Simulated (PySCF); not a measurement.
# Simulated absorption spectrum

Species: C4H3FO.
SMILES: `O=C=C/C=C/F`

Theory: PySCF, TDDFT B3LYP/def2-SVPD, vertical, gas phase, core orbitals frozen in the response. Geometry: GFN2-xTB, one conformer, isolated molecule. Torsions of this conformer, `[O:1]=[C:2]=[CH:3]/[CH:4]=[CH:5]/[F:6]`: C2–C3–C4–C5 180°.

Computed states:

```
state  E (eV)       f
   S1    3.10  0.0000
   S2    5.55  0.0021
   S3    5.79   0.466
   S4    6.01  0.0008
   S5    6.16  0.0004
   S6    6.41   0.011
   S7    7.08   0.102
   S8    7.13  0.0005
```

Each state is given a Gaussian of 0.25 eV full width at half maximum, with ε(max) = 2.175×10⁸ f / Δν̃ (Δν̃ the width in cm⁻¹). The width is an assumption, not a result. The curve ends short of the highest state used, and states not computed would add to its high-energy end.

Q: What does the envelope look like, and where are its maxima?

A: 
```json
{"E (eV)": "2.72", "ε (L mol⁻¹ cm⁻¹)": "0"}
{"E (eV)": "2.89", "ε (L mol⁻¹ cm⁻¹)": "0"}
{"E (eV)": "3.05", "ε (L mol⁻¹ cm⁻¹)": "1"}
{"E (eV)": "3.22", "ε (L mol⁻¹ cm⁻¹)": "1"}
{"E (eV)": "3.38", "ε (L mol⁻¹ cm⁻¹)": "0"}
{"E (eV)": "3.55", "ε (L mol⁻¹ cm⁻¹)": "0"}
{"E (eV)": "3.71", "ε (L mol⁻¹ cm⁻¹)": "0"}
{"E (eV)": "3.88", "ε (L mol⁻¹ cm⁻¹)": "0"}
{"E (eV)": "4.05", "ε (L mol⁻¹ cm⁻¹)": "0"}
{"E (eV)": "4.21", "ε (L mol⁻¹ cm⁻¹)": "0"}
{"E (eV)": "4.38", "ε (L mol⁻¹ cm⁻¹)": "0"}
{"E (eV)": "4.54", "ε (L mol⁻¹ cm⁻¹)": "0"}
{"E (eV)": "4.71", "ε (L mol⁻¹ cm⁻¹)": "0"}
{"E (eV)": "4.87", "ε (L mol⁻¹ cm⁻¹)": "0"}
{"E (eV)": "5.04", "ε (L mol⁻¹ cm⁻¹)": "0"}
{"E (eV)": "5.20", "ε (L mol⁻¹ cm⁻¹)": "1"}
{"E (eV)": "5.37", "ε (L mol⁻¹ cm⁻¹)": "76"}
{"E (eV)": "5.54", "ε (L mol⁻¹ cm⁻¹)": "3590"}
{"E (eV)": "5.70", "ε (L mol⁻¹ cm⁻¹)": "36009"}
{"E (eV)": "5.87", "ε (L mol⁻¹ cm⁻¹)": "37003"}
{"E (eV)": "6.03", "ε (L mol⁻¹ cm⁻¹)": "3751"}
{"E (eV)": "6.20", "ε (L mol⁻¹ cm⁻¹)": "227"}
{"E (eV)": "6.36", "ε (L mol⁻¹ cm⁻¹)": "1003"}
{"E (eV)": "6.53", "ε (L mol⁻¹ cm⁻¹)": "628"}
```

Maxima: 214 nm (5.79 eV), ε about 50000, made up of S3 (100%); 193 nm (6.41 eV), ε about 1100, made up of S6 (100%) (ε in L mol⁻¹ cm⁻¹; maxima over ε = 5, shares over 10%).

Q: On this curve, what absorbance would a 10⁻⁵ mol/L sample give at 405 nm over a 1 cm path?

A: 405 nm is 3.061 eV, where ε is about 1 L mol⁻¹ cm⁻¹, so A = ε c l ≈ 1e-05 (Beer–Lambert, with the gas-phase spectrum and the assumed width).

Q: What would ε be at 5.79 eV, the highest of these maxima, with half the width (0.125 eV)?

A: About 100000 L mol⁻¹ cm⁻¹ against 50200, a factor of about 2.00; a lone state at its own centre would give exactly 2.

Q: Does any computed singlet lie in the visible range?

A: S1 lies in the visible range (380 to 750 nm), at 401 nm, dark in the vertical dipole picture (f under 0.0005); light of that wavelength is violet, and its complementary colour is yellow-green; a Tamm–Dancoff triplet lies at 444 nm, without intensity as long as spin–orbit coupling is left out.

On one thread, AMD EPYC 7R43 (x86_64), on a shared host, this took 11 s of wall time (grids of density and orbitals included) and 0.60 GiB of memory at its peak.
